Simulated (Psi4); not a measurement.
**TPSS/def2-TZVP run of CH2P2 (SMILES P#CP)**

Aim: the vertical singlet–triplet gap of CH2P2 at TPSS/def2-TZVP, from 2 runs. 

Program for the calculation: Psi4 1.11.

**1. The system as given**

CH2P2 has 5 atoms, charge 0, and is taken as a singlet. SMILES: `P#CP`. The coordinates come from a GFN2-xTB relaxation.

Bond lengths: P1–C2 1.562 Å, C2–P3 1.749 Å, P3–H4 1.401 Å, P3–H5 1.401 Å. Angles: P1–C2–P3 172.2°, C2–P3–H4 96.0°, C2–P3–H5 95.9°, H4–P3–H5 92.6°.

**2. Energy and forces at TPSS/def2-TZVP**

File ch2p2.dat:

```
memory 1600 mb

molecule system {
  0 1
  P     -0.184270    -1.526160     1.855470
  C     -0.179400    -0.463280     0.711510
  P     -0.345190     0.838030    -0.445400
  H     -0.313860     0.025160    -1.585910
  H      1.022730     1.126250    -0.535670
  symmetry c1
}

set {
  reference rks
  puream true
  e_convergence 1e-09
  d_convergence 1e-08
  scf_type pk
  dft_radial_points 99
  dft_spherical_points 590
}

result = gradient("tpss/def2-TZVP")
print_variables()
```

Run with:

```bash
$ psi4 -n 1 ch2p2.dat ch2p2.out
```

ch2p2.out:

```text
[...]
  Running in c1 symmetry.
[...]
  Nuclear repulsion =  112.277776165079032
[...]
  Multiplicity = 1
[...]
  Nalpha       = 19
  Nbeta        = 19
[...]
    Number of basis functions: 117
[...]
   @RKS iter   1:  -721.52087542354855    1.73189e-01   8.84653e-03 DIIS/ADIIS
[...]
   @RKS iter  14:  -722.04617461542023    1.13687e-13   1.90760e-09 DIIS
[...]
    Orbital Energies [Eh]
    ---------------------
    Doubly Occupied:
       1A    -76.610717     2A    -76.586982     3A    -10.020316
       4A     -6.386784     5A     -6.364103     6A     -4.565026
       7A     -4.564214     8A     -4.559790     9A     -4.542414
      10A     -4.540962    11A     -4.537924    12A     -0.686683
      13A     -0.600636    14A     -0.434699    15A     -0.381441
      16A     -0.325716    17A     -0.292683    18A     -0.254158
      19A     -0.229086
[...]
  @RKS Final Energy:  -722.04617461542023
   => Energetics <=
    Nuclear Repulsion Energy =            112.2777761650790325
    One-Electron Energy =               -1219.7875436783535861
    Two-Electron Energy =                 438.1326282674795038
    DFT Exchange-Correlation Energy =     -52.6690353696252345
    Empirical Dispersion Energy =           0.0000000000000000
    VV10 Nonlocal Energy =                  0.0000000000000000
    Total Energy =                       -722.0461746154202274
[...]
 Multipole Moments:
 ------------------------------------------------------------------------------------
     Multipole            Electronic (a.u.)      Nuclear  (a.u.)        Total (a.u.)
 ------------------------------------------------------------------------------------
 L = 1.  Multiply by 2.5417464519 to convert [e a0] to [Debye]
 Dipole X            :         -1.0002734            1.1598559            0.1595825
 Dipole Y            :         -1.6200829            1.7243187            0.1042358
 Dipole Z            :          2.9996304           -3.3092193           -0.3095889
 Magnitude           :                                                    0.3635615
[...]
  -Total Gradient:
     Atom            X                  Y                   Z
    ------   -----------------  -----------------  -----------------
       1       -0.000257778905    -0.002880846222     0.003683676453
       2        0.001654098717     0.009644876563    -0.012765415431
       3        0.004604888591    -0.005191891768    -0.000231988093
       4        0.002161593666     0.003476462142     0.008696987795
       5       -0.008166662657    -0.005046097734     0.000620177997
[...]
```

It took 84 s on 1 thread of Intel Xeon Platinum 8259CL at 2.50GHz (Skylake/Cascade Lake), shared host; peak memory 0.7 GiB.

**3. The triplet, same level**

File ch2p2.py:

```python
import psi4

psi4.set_memory(1600000000)
psi4.set_num_threads(1)
psi4.set_output_file('ch2p2.out', False)

mol = psi4.geometry("""
0 3
P     -0.184270    -1.526160     1.855470
C     -0.179400    -0.463280     0.711510
P     -0.345190     0.838030    -0.445400
H     -0.313860     0.025160    -1.585910
H      1.022730     1.126250    -0.535670
symmetry c1
""")

psi4.set_options({
    'basis': 'def2-TZVP',
    'reference': 'uks',
    'puream': True,
    'e_convergence': 1e-09,
    'd_convergence': 1e-08,
    'scf_type': 'pk',
    'dft_radial_points': 99,
    'dft_spherical_points': 590,
    'maxiter': 200,
})

result = psi4.gradient('tpss', molecule=mol)
print('gradient / Eh bohr^-1')
print(result.np.round(6))
for k, v in sorted(psi4.core.scalar_variables().items()):
    print(f'{k:45s} {v:18.10f}')
```

Run with:

```bash
$ python ch2p2.py
```

ch2p2.out:

```text
[...]
  Running in c1 symmetry.
[...]
  Nuclear repulsion =  112.277776165079032
[...]
  Multiplicity = 3
[...]
  Nalpha       = 20
  Nbeta        = 18
[...]
    Number of basis functions: 117
[...]
   @UKS iter   1:  -721.36865807541267    3.25406e-01   8.98661e-03 ADIIS/DIIS
[...]
   @UKS iter  25:  -721.93257798293200   -5.34328e-12   9.06199e-09 DIIS
[...]
   @S^2 Observed:                2.011383381E+00
[...]
    Orbital Energies [Eh]
    ---------------------
    Alpha Occupied:
       1A    -76.624690     2A    -76.593170     3A    -10.013820
       4A     -6.399015     5A     -6.369350     6A     -4.576674
       7A     -4.576155     8A     -4.573738     9A     -4.550722
      10A     -4.545878    11A     -4.542799    12A     -0.704570
      13A     -0.616926    14A     -0.444441    15A     -0.390940
      16A     -0.340180    17A     -0.310673    18A     -0.274007
      19A     -0.254353    20A     -0.122282
    Alpha Virtual:
      21A     -0.095636    22A     -0.014320    23A     -0.004232
      24A      0.021731    25A      0.077557    26A      0.126180
[...]
  @UKS Final Energy:  -721.93257798293200
   => Energetics <=
    Nuclear Repulsion Energy =            112.2777761650790325
    One-Electron Energy =               -1219.4250782691524364
    Two-Electron Energy =                 437.9210210458173833
    DFT Exchange-Correlation Energy =     -52.7062969246761028
    Empirical Dispersion Energy =           0.0000000000000000
    VV10 Nonlocal Energy =                  0.0000000000000000
    Total Energy =                       -721.9325779829320027
[...]
 Multipole Moments:
 ------------------------------------------------------------------------------------
     Multipole            Electronic (a.u.)      Nuclear  (a.u.)        Total (a.u.)
 ------------------------------------------------------------------------------------
 L = 1.  Multiply by 2.5417464519 to convert [e a0] to [Debye]
 Dipole X            :         -1.0278383            1.1598559            0.1320176
 Dipole Y            :         -1.2946594            1.7243187            0.4296593
 Dipole Z            :          2.7355752           -3.3092193           -0.5736441
 Magnitude           :                                                    0.7287684
[...]
  -Total Gradient:
     Atom            X                  Y                   Z
    ------   -----------------  -----------------  -----------------
       1        0.000450918500     0.068856947332    -0.076107371263
       2        0.004696220644    -0.080884176640     0.078504256926
       3       -0.004137200668     0.018815594829    -0.018883682583
       4        0.005746135506     0.001634030765     0.017054883531
       5       -0.006758342317    -0.008420976756    -0.000565512087
[...]
```

The script printed:

```text
Memory set to   1.490 GiB by Python driver.
  Threads set to 1 by Python driver.
gradient / Eh bohr^-1
[[ 0.000451  0.068857 -0.076107]
 [ 0.004696 -0.080884  0.078504]
 [-0.004137  0.018816 -0.018884]
 [ 0.005746  0.001634  0.017055]
 [-0.006758 -0.008421 -0.000566]]
CURRENT ENERGY                                   -721.9325779829
CURRENT REFERENCE ENERGY                         -721.9325779829
DD SOLVATION ENERGY                                 0.0000000000
DFT FUNCTIONAL TOTAL ENERGY                      -721.9325779829
DFT TOTAL ENERGY                                 -721.9325779829
DFT VV10 ENERGY                                     0.0000000000
DFT XC ENERGY                                     -52.7062969247
GRID ELECTRONS ALPHA                               20.0000000244
GRID ELECTRONS BETA                                18.0000000356
GRID ELECTRONS TOTAL                               38.0000000600
NUCLEAR REPULSION ENERGY                          112.2777761651
ONE-ELECTRON ENERGY                             -1219.4250782692
PCM POLARIZATION ENERGY                             0.0000000000
PE ENERGY                                           0.0000000000
SCF ITERATION ENERGY                             -721.9325779829
SCF ITERATIONS                                     25.0000000000
SCF TOTAL ENERGY                                 -721.9325779829
TWO-ELECTRON ENERGY                               437.9210210458
XC GRID RADIAL POINTS                              99.0000000000
XC GRID SPHERICAL POINTS                          590.0000000000
XC GRID TOTAL POINTS                           276445.0000000000
```

Run time: 3.3 min. Hardware: 1 thread of Intel Xeon Platinum 8259CL at 2.50GHz (Skylake/Cascade Lake), shared host; peak memory 0.7 GiB.

**4. Results**

At TPSS/def2-TZVP:

```
                                        quantity          value
                           singlet: total energy  -722.04617 Eh
                          singlet: dipole moment         0.92 D
                            singlet: HOMO energy       -6.23 eV
                            singlet: LUMO energy       -2.59 eV
                          singlet: HOMO–LUMO gap        3.65 eV
               singlet: largest force on an atom     0.827 eV/Å
                           triplet: total energy  -721.93258 Eh
                          triplet: dipole moment         1.85 D
     triplet: HOMO energy (highest over α and β)       -3.33 eV
                                   triplet: ⟨S²⟩          2.011
               triplet: largest force on an atom     5.801 eV/Å
vertical energy of the triplet above the singlet       3.091 eV
```

At this shape the triplet lies 3.09 eV (298 kJ/mol) above the singlet. The largest force (singlet) is 0.83 eV/Å: the shape isn't a stationary point for this species at this level.
